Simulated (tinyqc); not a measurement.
Inside a calculation. Method: coupled-perturbed Hartree-Fock on RHF in the sto-3g basis, for BH3, spin multiplicity 1. One step of it, computed by the program tinyqc.

Problem. Coupled step 1. U_ai = -(mu_ai + sum_bj [4 (ai|bj) - (ab|ij) - (aj|bi)] U_bj) / (e_a - e_i); alpha = -4 sum U_ai mu_ai.

uncoupled U, order a5, a6, a7, a8:
```
[[-0.015980, -0.886506, 0.000701, 0.000000],
 [0.000922, 0.002509, 0.000508, 0.000000],
 [0.000000, 0.000000, 0.000000, -0.043031],
 [0.000011, -0.000001, -0.043018, 0.000000]]
```

dipole integrals <a|z|i> (bohr), order a5, a6, a7, a8:
```
[[0.122209, 0.817359, -0.000501, 0.000000],
 [-0.007542, -0.003659, -0.000635, 0.000000],
 [0.000000, 0.000000, 0.000000, 0.055437],
 [-0.000087, 0.000001, 0.055458, 0.000000]]
```

orbital energies (hartree): [-7.412911, -0.687353, -0.480990, -0.480800, 0.234647, 0.770606, 0.807496, 0.808187]

Two-electron integrals over orbitals (pq|rs), unique and non-zero (hartree):
```
(11|11) 2.885086    (21|11) -0.254960   (21|21) 0.035130    (22|11) 0.611391
(22|21) -0.009014   (22|22) 0.451976    (31|11) 0.000119    (31|21) -0.000011
(31|22) 0.000025    (31|31) 0.007983    (32|11) 0.000051    (32|21) 0.000012
(32|22) 0.000207    (32|31) 0.013918    (32|32) 0.123254    (33|11) 0.561107
(33|21) -0.004011   (33|22) 0.449703    (33|31) 0.004457    (33|32) 0.062568
(33|33) 0.503024    (41|41) 0.007980    (42|41) 0.013904    (42|42) 0.123061
(43|41) -0.004477   (43|42) -0.062723   (43|43) 0.048807    (44|11) 0.560978
(44|21) -0.004016   (44|22) 0.449470    (44|31) -0.004468   (44|32) -0.062678
(44|33) 0.405821    (44|44) 0.503108    (51|11) -0.016171   (51|21) 0.001991
(51|22) -0.001521   (51|31) -1.21e-06   (51|32) -2.14e-07   (51|33) -0.000770
(51|44) -0.000770   (51|51) 0.022016    (52|11) 0.007357    (52|21) -0.000723
(52|22) -0.002304   (52|31) 2.41e-07    (52|32) -4.46e-07   (52|33) -0.001325
(52|44) -0.001324   (52|51) 0.021401    (52|52) 0.070083    (53|11) -0.000011
(53|21) 6.88e-07    (53|22) -2.66e-06   (53|31) 0.000267    (53|32) -0.001344
(53|33) -0.001394   (53|44) 0.001395    (53|51) -0.000012   (53|52) -0.000025
(53|53) 0.018825    (54|41) 0.000267    (54|42) -0.001343   (54|43) 0.001397
(54|54) 0.018817    (55|11) 0.741595    (55|21) -0.010147   (55|22) 0.468204
(55|31) 4.02e-06    (55|32) 0.000030    (55|33) 0.443464    (55|44) 0.443389
(55|51) 0.002176    (55|52) 0.010504    (55|53) -0.000011   (55|55) 0.587153
(61|11) -0.277622   (61|21) 0.039367    (61|22) -0.008937   (61|31) -0.000175
(61|32) -0.000233   (61|33) -0.003791   (61|44) -0.003662   (61|51) 0.000978
(61|52) -0.001882   (61|53) -4.89e-06   (61|55) -0.007497   (61|61) 0.044371
(62|11) 0.210121    (62|21) -0.009862   (62|22) 0.039695    (62|31) -0.000083
(62|32) 0.000006    (62|33) 0.021259    (62|44) 0.020719    (62|51) -0.001816
(62|52) -0.000920   (62|53) -0.000030   (62|55) 0.102876    (62|61) -0.009403
(62|62) 0.068538    (63|11) -0.002468   (63|21) 0.000074    (63|22) -0.000624
(63|31) 0.003200    (63|32) -0.041966   (63|33) -0.039475   (63|44) 0.038774
(63|51) -6.46e-07   (63|52) -0.000052   (63|53) 0.001637    (63|55) -0.001172
(63|61) -4.24e-06   (63|62) -0.001273   (63|63) 0.056725    (64|41) 0.003117
(64|42) -0.043118   (64|43) 0.039720    (64|54) 0.001667    (64|64) 0.058070
(65|11) -0.007910   (65|21) -0.000297   (65|22) -0.004733   (65|31) -0.000011
(65|32) -0.000072   (65|33) -0.002246   (65|44) -0.002177   (65|51) 0.024108
(65|52) 0.066439    (65|53) -0.000226   (65|55) 0.001700    (65|61) -0.001747
(65|62) -0.006866   (65|63) 0.000043    (65|65) 0.070263    (66|11) 0.632271
(66|21) -0.011946   (66|22) 0.449921    (66|31) -0.000306   (66|32) -0.002465
(66|33) 0.448544    (66|44) 0.451077    (66|51) -0.003925   (66|52) -0.008385
(66|53) 0.000044    (66|55) 0.468836    (66|61) -0.011417   (66|62) 0.027072
(66|63) 0.000678    (66|65) -0.010396   (66|66) 0.469207    (71|41) 0.013773
(71|42) 0.020360    (71|43) -0.005480   (71|54) 0.000532    (71|64) 0.005860
(71|71) 0.024099    (72|41) 0.007579    (72|42) -0.004348   (72|43) 0.025905
(72|54) 0.002652    (72|64) 0.045228    (72|71) 0.012718    (72|72) 0.048568
(73|41) 0.003884    (73|42) 0.053841    (73|43) -0.023608   (73|54) -0.001257
(73|64) -0.030030   (73|71) 0.006189    (73|72) -0.008788   (73|73) 0.037908
(74|11) 0.199888    (74|21) -0.005835   (74|22) 0.044461    (74|31) 0.003891
(74|32) 0.053870    (74|33) 0.053432    (74|44) 0.006381    (74|51) 0.000152
(74|52) 0.004609    (74|53) -0.001259   (74|55) 0.093132    (74|61) -0.005214
(74|62) 0.065038    (74|63) -0.030060   (74|65) -0.001136   (74|66) 0.025349
(74|74) 0.103904    (75|41) 0.000969    (75|42) 0.006253    (75|43) -0.002882
(75|54) 0.016204    (75|64) -0.002171   (75|71) 0.001578    (75|72) 0.000880
(75|73) 0.002730    (75|75) 0.020100    (76|41) 0.013606    (76|42) 0.109595
(76|43) -0.057226   (76|54) -0.001818   (76|64) -0.046928   (76|71) 0.020869
(76|72) -0.011396   (76|73) 0.054882    (76|75) 0.005567    (76|76) 0.111692
(77|11) 0.691745    (77|21) -0.010406   (77|22) 0.466676    (77|31) 0.001117
(77|32) -0.026890   (77|33) 0.435795    (77|44) 0.499633    (77|51) -0.000450
(77|52) 0.001473    (77|53) 0.001679    (77|55) 0.481592    (77|61) -0.009611
(77|62) 0.041269    (77|63) 0.036162    (77|65) -0.000953   (77|66) 0.475919
(77|74) 0.040358    (77|77) 0.537326    (81|11) -0.003181   (81|21) 0.000462
(81|22) -0.000071   (81|31) 0.013777    (81|32) 0.020373    (81|33) 0.005403
(81|44) -0.005510   (81|51) 0.000011    (81|52) -0.000021   (81|53) 0.000532
(81|55) -0.000084   (81|61) 0.000235    (81|62) -0.000252   (81|63) 0.005995
(81|65) -0.000038   (81|66) -0.000609   (81|74) 0.006137    (81|77) 0.002987
(81|81) 0.024112    (82|11) 0.002512    (82|21) -0.000112   (82|22) 0.000457
(82|31) 0.007570    (82|32) -0.004475   (82|33) -0.025681   (82|44) 0.026176
(82|51) -0.000020   (82|52) -0.000005   (82|53) 0.002654    (82|55) 0.001220
(82|61) -0.000256   (82|62) 0.000299    (82|63) 0.045050    (82|65) -0.000088
(82|66) 0.000557    (82|74) -0.008031   (82|77) 0.032653    (82|81) 0.012703
(82|82) 0.048587    (83|11) 0.199843    (83|21) -0.005843   (83|22) 0.044273
(83|31) -0.003860   (83|32) -0.054353   (83|33) 0.006022    (83|44) 0.053891
(83|51) 0.000153    (83|52) 0.004612    (83|53) 0.001267    (83|55) 0.093088
(83|61) -0.005074   (83|62) 0.064866    (83|63) 0.028993    (83|65) -0.001071
(83|66) 0.027825    (83|74) 0.032640    (83|77) 0.062722    (83|81) -0.006200
(83|82) 0.010069    (83|83) 0.104542    (84|41) 0.003925    (84|42) 0.053344
(84|43) -0.023140   (84|54) -0.001236   (84|64) -0.029391   (84|71) 0.006264
(84|72) -0.008246   (84|73) 0.032702    (84|75) 0.002707    (84|76) 0.054340
(84|84) 0.037214    (85|11) -0.000089   (85|21) -2.65e-06   (85|22) -0.000045
(85|31) 0.000969    (85|32) 0.006258    (85|33) 0.002844    (85|44) -0.002903
(85|51) 0.000279    (85|52) 0.000780    (85|53) 0.016203    (85|55) 0.000023
(85|61) -0.000038   (85|62) -0.000090   (85|63) -0.002108   (85|65) 0.000581
(85|66) -0.000246   (85|74) 0.002719    (85|77) -0.000783   (85|81) 0.001578
(85|82) 0.000876    (85|83) -0.002768   (85|85) 0.020105    (86|11) -0.000623
(86|21) -0.000008   (86|22) -0.000008   (86|31) 0.013631    (86|32) 0.109045
(86|33) 0.056071    (86|44) -0.056585   (86|51) -0.000040   (86|52) -0.000113
(86|53) -0.001777   (86|55) -0.000107   (86|61) -0.000262   (86|62) -0.000081
(86|63) -0.044842   (86|65) -0.000172   (86|66) -0.002566   (86|74) 0.054334
(86|77) -0.028422   (86|81) 0.020935    (86|82) -0.010753   (86|83) -0.055402
(86|85) 0.005547    (86|86) 0.110347    (87|41) 0.001270    (87|42) -0.025631
(87|43) 0.031341    (87|54) 0.001662    (87|64) 0.036528    (87|71) 0.003336
(87|72) 0.032023    (87|73) -0.010398   (87|75) -0.000709   (87|76) -0.027650
(87|84) -0.009959   (87|87) 0.033694    (88|11) 0.691856    (88|21) -0.010412
(88|22) 0.466794    (88|31) -0.000798   (88|32) 0.029449    (88|33) 0.500972
(88|44) 0.434437    (88|51) -0.000451   (88|52) 0.001472    (88|53) -0.001726
(88|55) 0.481645    (88|61) -0.009552   (88|62) 0.041958    (88|63) -0.038489
(88|65) -0.000974   (88|66) 0.474605    (88|74) 0.063620    (88|77) 0.468055
(88|81) -0.002731   (88|82) -0.031933   (88|83) 0.038683    (88|85) 0.000889
(88|86) 0.030362    (88|88) 0.538770
```

Give: U after step 1; polarisability.

Solution.

U after step 1, order a5, a6, a7, a8:
```
[[-0.009, -1.132, 0.001, 0.000],
 [0.000, 0.010, 0.000, 0.000],
 [0.000, 0.000, 0.000, -0.041],
 [0.000, 0.000, -0.041, 0.000]]
```

polarisability = 3.725 bohr^3
